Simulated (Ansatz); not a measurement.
**Molecular dynamics of CH₅B**

Input:

```yaml
crystal:
  periodic: [false, false, false]
  atoms:
    - { symbol: B, position_ang: [0.223834, -0.057097, -0.544176] }
    - { symbol: C, position_ang: [0.949455, -0.039243, 1.443874] }
    - { symbol: H, position_ang: [0.129932, -0.583712, 1.929714] }
    - { symbol: H, position_ang: [1.925667, -0.435998, 1.761124] }
    - { symbol: H, position_ang: [0.891167, 1.041206, 1.627784] }
    - { symbol: H, position_ang: [1.242076, -0.406329, 0.179975] }
    - { symbol: H, position_ang: [-0.763631, 0.481174, -0.102994] }
basis:
  gaussian: { orbitals: def2-SVP }
hamiltonian:
  xc: b3lyp
md:
  timestep: 0.5
  n_steps: 200
  ensemble: nve
  temperature: 300.0
  initial_velocities: maxwell_boltzmann
  seed: 8964
```

Launched with:

```bash
$ ansatz run input.yaml --threads 1 --pin off --max-ram 2048MiB --backend cpu --events-out ev --progress --plain --runs-dir out
```

It starts at the highest image of a converged band. Of that band: Neighbouring images differ by up to 2.2 eV, so the band resolves the path poorly. A vibrational analysis at the climbing image gives one clearly imaginary mode, 973i cm⁻¹: a first-order saddle point.

Output, in part (one step line in 3, the closing report, with atoms numbered from 0):

```
md step     0: t =     0.00 fs  T =   300.0 K  F+E_penalty+E_count = -1788.94144971 eV  E_kin = 0.193890 eV  conserved = -1788.74755971 eV  (23 SCF iters)
md step     3: t =     1.50 fs  T =   249.4 K  F+E_penalty+E_count = -1788.90830213 eV  E_kin = 0.161164 eV  conserved = -1788.74713810 eV  (25 SCF iters)
md step     6: t =     3.00 fs  T =   169.1 K  F+E_penalty+E_count = -1788.85602774 eV  E_kin = 0.109310 eV  conserved = -1788.74671789 eV  (26 SCF iters)
md step     9: t =     4.50 fs  T =   142.1 K  F+E_penalty+E_count = -1788.83868860 eV  E_kin = 0.091856 eV  conserved = -1788.74683247 eV  (22 SCF iters)
md step    12: t =     6.00 fs  T =   152.6 K  F+E_penalty+E_count = -1788.84567257 eV  E_kin = 0.098614 eV  conserved = -1788.74705857 eV  (23 SCF iters)
md step    15: t =     7.50 fs  T =   161.8 K  F+E_penalty+E_count = -1788.85152774 eV  E_kin = 0.104573 eV  conserved = -1788.74695459 eV  (24 SCF iters)
md step    18: t =     9.00 fs  T =   180.3 K  F+E_penalty+E_count = -1788.86358003 eV  E_kin = 0.116530 eV  conserved = -1788.74705033 eV  (24 SCF iters)
md step    21: t =    10.50 fs  T =   193.7 K  F+E_penalty+E_count = -1788.87224250 eV  E_kin = 0.125172 eV  conserved = -1788.74707056 eV  (23 SCF iters)
md step    24: t =    12.00 fs  T =   202.4 K  F+E_penalty+E_count = -1788.87754608 eV  E_kin = 0.130790 eV  conserved = -1788.74675600 eV  (22 SCF iters)
md step    27: t =    13.50 fs  T =   259.4 K  F+E_penalty+E_count = -1788.91444686 eV  E_kin = 0.167657 eV  conserved = -1788.74679004 eV  (25 SCF iters)
md step    30: t =    15.00 fs  T =   358.5 K  F+E_penalty+E_count = -1788.97883357 eV  E_kin = 0.231700 eV  conserved = -1788.74713396 eV  (25 SCF iters)
md step    33: t =    16.50 fs  T =   433.5 K  F+E_penalty+E_count = -1789.02741162 eV  E_kin = 0.280203 eV  conserved = -1788.74720848 eV  (26 SCF iters)
md step    36: t =    18.00 fs  T =   469.5 K  F+E_penalty+E_count = -1789.05029242 eV  E_kin = 0.303432 eV  conserved = -1788.74686061 eV  (27 SCF iters)
md step    39: t =    19.50 fs  T =   523.0 K  F+E_penalty+E_count = -1789.08488588 eV  E_kin = 0.338021 eV  conserved = -1788.74686500 eV  (27 SCF iters)
md step    42: t =    21.00 fs  T =   594.1 K  F+E_penalty+E_count = -1789.13106234 eV  E_kin = 0.383964 eV  conserved = -1788.74709789 eV  (27 SCF iters)
md step    45: t =    22.50 fs  T =   642.8 K  F+E_penalty+E_count = -1789.16240723 eV  E_kin = 0.415425 eV  conserved = -1788.74698184 eV  (26 SCF iters)
md step    48: t =    24.00 fs  T =   684.0 K  F+E_penalty+E_count = -1789.18903658 eV  E_kin = 0.442098 eV  conserved = -1788.74693820 eV  (25 SCF iters)
md step    51: t =    25.50 fs  T =   725.3 K  F+E_penalty+E_count = -1789.21588035 eV  E_kin = 0.468739 eV  conserved = -1788.74714108 eV  (25 SCF iters)
md step    54: t =    27.00 fs  T =   731.9 K  F+E_penalty+E_count = -1789.22019745 eV  E_kin = 0.473023 eV  conserved = -1788.74717411 eV  (25 SCF iters)
md step    57: t =    28.50 fs  T =   703.6 K  F+E_penalty+E_count = -1789.20154919 eV  E_kin = 0.454729 eV  conserved = -1788.74682019 eV  (22 SCF iters)
md step    60: t =    30.00 fs  T =   702.9 K  F+E_penalty+E_count = -1789.20104840 eV  E_kin = 0.454267 eV  conserved = -1788.74678131 eV  (22 SCF iters)
md step    63: t =    31.50 fs  T =   737.5 K  F+E_penalty+E_count = -1789.22366399 eV  E_kin = 0.476625 eV  conserved = -1788.74703919 eV  (25 SCF iters)
md step    66: t =    33.00 fs  T =   763.5 K  F+E_penalty+E_count = -1789.24040936 eV  E_kin = 0.493452 eV  conserved = -1788.74695715 eV  (25 SCF iters)
md step    69: t =    34.50 fs  T =   788.7 K  F+E_penalty+E_count = -1789.25667730 eV  E_kin = 0.509765 eV  conserved = -1788.74691240 eV  (21 SCF iters)
md step    72: t =    36.00 fs  T =   820.0 K  F+E_penalty+E_count = -1789.27703377 eV  E_kin = 0.529949 eV  conserved = -1788.74708460 eV  (22 SCF iters)
md step    75: t =    37.50 fs  T =   825.6 K  F+E_penalty+E_count = -1789.28076598 eV  E_kin = 0.533605 eV  conserved = -1788.74716090 eV  (21 SCF iters)
md step    78: t =    39.00 fs  T =   793.8 K  F+E_penalty+E_count = -1789.25993894 eV  E_kin = 0.513014 eV  conserved = -1788.74692463 eV  (21 SCF iters)
md step    81: t =    40.50 fs  T =   767.2 K  F+E_penalty+E_count = -1789.24264534 eV  E_kin = 0.495845 eV  conserved = -1788.74680015 eV  (21 SCF iters)
md step    84: t =    42.00 fs  T =   769.5 K  F+E_penalty+E_count = -1789.24426726 eV  E_kin = 0.497341 eV  conserved = -1788.74692608 eV  (21 SCF iters)
md step    87: t =    43.50 fs  T =   782.1 K  F+E_penalty+E_count = -1789.25237180 eV  E_kin = 0.505489 eV  conserved = -1788.74688283 eV  (20 SCF iters)
md step    90: t =    45.00 fs  T =   807.9 K  F+E_penalty+E_count = -1789.26902942 eV  E_kin = 0.522130 eV  conserved = -1788.74689914 eV  (20 SCF iters)
md step    93: t =    46.50 fs  T =   842.1 K  F+E_penalty+E_count = -1789.29128386 eV  E_kin = 0.544231 eV  conserved = -1788.74705330 eV  (20 SCF iters)
md step    96: t =    48.00 fs  T =   855.9 K  F+E_penalty+E_count = -1789.30031258 eV  E_kin = 0.553199 eV  conserved = -1788.74711320 eV  (20 SCF iters)
md step    99: t =    49.50 fs  T =   839.0 K  F+E_penalty+E_count = -1789.28923100 eV  E_kin = 0.542267 eV  conserved = -1788.74696450 eV  (21 SCF iters)
md step   102: t =    51.00 fs  T =   817.7 K  F+E_penalty+E_count = -1789.27534120 eV  E_kin = 0.528449 eV  conserved = -1788.74689200 eV  (20 SCF iters)
md step   105: t =    52.50 fs  T =   805.0 K  F+E_penalty+E_count = -1789.26721425 eV  E_kin = 0.520247 eV  conserved = -1788.74696757 eV  (21 SCF iters)
md step   108: t =    54.00 fs  T =   793.0 K  F+E_penalty+E_count = -1789.25934947 eV  E_kin = 0.512514 eV  conserved = -1788.74683549 eV  (22 SCF iters)
md step   111: t =    55.50 fs  T =   802.4 K  F+E_penalty+E_count = -1789.26544629 eV  E_kin = 0.518602 eV  conserved = -1788.74684403 eV  (21 SCF iters)
md step   114: t =    57.00 fs  T =   831.3 K  F+E_penalty+E_count = -1789.28430729 eV  E_kin = 0.537277 eV  conserved = -1788.74702984 eV  (21 SCF iters)
md step   117: t =    58.50 fs  T =   846.2 K  F+E_penalty+E_count = -1789.29397281 eV  E_kin = 0.546917 eV  conserved = -1788.74705620 eV  (20 SCF iters)
md step   120: t =    60.00 fs  T =   841.0 K  F+E_penalty+E_count = -1789.29045289 eV  E_kin = 0.543509 eV  conserved = -1788.74694438 eV  (21 SCF iters)
md step   123: t =    61.50 fs  T =   834.7 K  F+E_penalty+E_count = -1789.28643619 eV  E_kin = 0.539480 eV  conserved = -1788.74695653 eV  (20 SCF iters)
md step   126: t =    63.00 fs  T =   825.3 K  F+E_penalty+E_count = -1789.28038804 eV  E_kin = 0.533367 eV  conserved = -1788.74702113 eV  (21 SCF iters)
md step   129: t =    64.50 fs  T =   805.0 K  F+E_penalty+E_count = -1789.26711823 eV  E_kin = 0.520283 eV  conserved = -1788.74683560 eV  (21 SCF iters)
md step   132: t =    66.00 fs  T =   803.7 K  F+E_penalty+E_count = -1789.26627141 eV  E_kin = 0.519432 eV  conserved = -1788.74683893 eV  (21 SCF iters)
md step   135: t =    67.50 fs  T =   820.9 K  F+E_penalty+E_count = -1789.27758722 eV  E_kin = 0.530559 eV  conserved = -1788.74702865 eV  (20 SCF iters)
md step   138: t =    69.00 fs  T =   824.2 K  F+E_penalty+E_count = -1789.27965159 eV  E_kin = 0.532658 eV  conserved = -1788.74699374 eV  (20 SCF iters)
md step   141: t =    70.50 fs  T =   818.8 K  F+E_penalty+E_count = -1789.27605498 eV  E_kin = 0.529208 eV  conserved = -1788.74684709 eV  (21 SCF iters)
md step   144: t =    72.00 fs  T =   830.1 K  F+E_penalty+E_count = -1789.28340257 eV  E_kin = 0.536474 eV  conserved = -1788.74692824 eV  (20 SCF iters)
md step   147: t =    73.50 fs  T =   841.6 K  F+E_penalty+E_count = -1789.29100496 eV  E_kin = 0.543900 eV  conserved = -1788.74710539 eV  (20 SCF iters)
md step   150: t =    75.00 fs  T =   825.5 K  F+E_penalty+E_count = -1789.28044908 eV  E_kin = 0.533542 eV  conserved = -1788.74690704 eV  (19 SCF iters)
md step   153: t =    76.50 fs  T =   815.3 K  F+E_penalty+E_count = -1789.27373639 eV  E_kin = 0.526909 eV  conserved = -1788.74682692 eV  (19 SCF iters)
md step   156: t =    78.00 fs  T =   824.8 K  F+E_penalty+E_count = -1789.28014671 eV  E_kin = 0.533084 eV  conserved = -1788.74706309 eV  (19 SCF iters)
md step   159: t =    79.50 fs  T =   815.9 K  F+E_penalty+E_count = -1789.27434901 eV  E_kin = 0.527327 eV  conserved = -1788.74702211 eV  (20 SCF iters)
md step   162: t =    81.00 fs  T =   795.1 K  F+E_penalty+E_count = -1789.26064764 eV  E_kin = 0.513843 eV  conserved = -1788.74680439 eV  (19 SCF iters)
md step   165: t =    82.50 fs  T =   801.2 K  F+E_penalty+E_count = -1789.26469259 eV  E_kin = 0.517825 eV  conserved = -1788.74686753 eV  (19 SCF iters)
md step   168: t =    84.00 fs  T =   822.6 K  F+E_penalty+E_count = -1789.27873415 eV  E_kin = 0.531650 eV  conserved = -1788.74708449 eV  (21 SCF iters)
md step   171: t =    85.50 fs  T =   823.3 K  F+E_penalty+E_count = -1789.27902661 eV  E_kin = 0.532108 eV  conserved = -1788.74691831 eV  (21 SCF iters)
md step   174: t =    87.00 fs  T =   828.2 K  F+E_penalty+E_count = -1789.28214026 eV  E_kin = 0.535289 eV  conserved = -1788.74685137 eV  (19 SCF iters)
md step   177: t =    88.50 fs  T =   846.1 K  F+E_penalty+E_count = -1789.29395249 eV  E_kin = 0.546827 eV  conserved = -1788.74712505 eV  (19 SCF iters)
md step   180: t =    90.00 fs  T =   831.9 K  F+E_penalty+E_count = -1789.28470351 eV  E_kin = 0.537634 eV  conserved = -1788.74706934 eV  (21 SCF iters)
md step   183: t =    91.50 fs  T =   795.2 K  F+E_penalty+E_count = -1789.26074546 eV  E_kin = 0.513963 eV  conserved = -1788.74678268 eV  (19 SCF iters)
md step   186: t =    93.00 fs  T =   788.6 K  F+E_penalty+E_count = -1789.25649567 eV  E_kin = 0.509696 eV  conserved = -1788.74679946 eV  (19 SCF iters)
md step   189: t =    94.50 fs  T =   808.9 K  F+E_penalty+E_count = -1789.26983792 eV  E_kin = 0.522780 eV  conserved = -1788.74705820 eV  (20 SCF iters)
md step   192: t =    96.00 fs  T =   812.9 K  F+E_penalty+E_count = -1789.27228300 eV  E_kin = 0.525349 eV  conserved = -1788.74693412 eV  (20 SCF iters)
md step   195: t =    97.50 fs  T =   820.8 K  F+E_penalty+E_count = -1789.27727952 eV  E_kin = 0.530493 eV  conserved = -1788.74678629 eV  (19 SCF iters)
md step   198: t =    99.00 fs  T =   854.0 K  F+E_penalty+E_count = -1789.29905158 eV  E_kin = 0.551929 eV  conserved = -1788.74712269 eV  (19 SCF iters)
md step   200: t =   100.00 fs  T =   861.9 K  F+E_penalty+E_count = -1789.30425072 eV  E_kin = 0.557021 eV  conserved = -1788.74722979 eV  (21 SCF iters)
Total energy: -1789.30450229 eV, -65.7557276251 hartree
Atom 0 at    -0.619802     0.010506    -2.104922 Å, force     0.085272    -0.084392    -0.128165 eV/Å
Atom 1 at     1.567872    -0.108230     2.549939 Å, force     0.097204     0.146333    -0.393758 eV/Å
Atom 2 at     0.931617    -0.880605     2.075426 Å, force     0.074553     0.220106     0.214383 eV/Å
Atom 3 at     1.235829     0.118676     3.574693 Å, force    -0.030239    -0.099257    -0.088783 eV/Å
Atom 4 at     1.546198     0.817232     1.940795 Å, force    -0.120294    -0.205232     0.155148 eV/Å
Atom 5 at     2.608610    -0.464597     2.559782 Å, force    -0.021031    -0.062281     0.112855 eV/Å
Atom 6 at    -1.218566     0.602665    -1.196836 Å, force    -0.085465     0.084722     0.128320 eV/Å
Dipole moment:    -0.153316     0.160613     0.249959 e Å
```

All steps were run. The conserved energy stayed within 0.13 meV per atom of its start (net change 0.047 meV per atom), so the integration is sound. The kinetic energy rose, since the run started high on the potential surface and went downhill. It ends in pieces (BH + CH4), so much of that is their flight and rotation, not heat. A run of 0.1 ps of so small a system gives no equilibrium averages. The orbitals stay closed-shell, which can raise the energy where a bond breaks towards radicals; this wasn't checked here.

Between its relaxed ends the band would form C2–H6 and break B1–C2, B1–H6. These pairs go: C2–H6 1.35 → 1.10 Å, B1–C2 2.12 → 5.14 Å, B1–H6 1.30 → 5.69 Å. In the last frame they stand as after the step (other bonds may differ from the relaxed reactants and products). It ends as BH + CH4. Pairs count as bonded within 1.25 times the sum of covalent radii (0.12 Å more for H–H).

Last frame:

```xyz
7
Properties=species:S:1:pos:R:3
B -0.620 0.011 -2.105
C 1.568 -0.108 2.550
H 0.932 -0.881 2.075
H 1.236 0.119 3.575
H 1.546 0.817 1.941
H 2.609 -0.465 2.560
H -1.219 0.603 -1.197
```

Time of the run: 3.3 min on 1 thread of Arm Neoverse V1, on a shared host, peak memory 0.089 GiB.
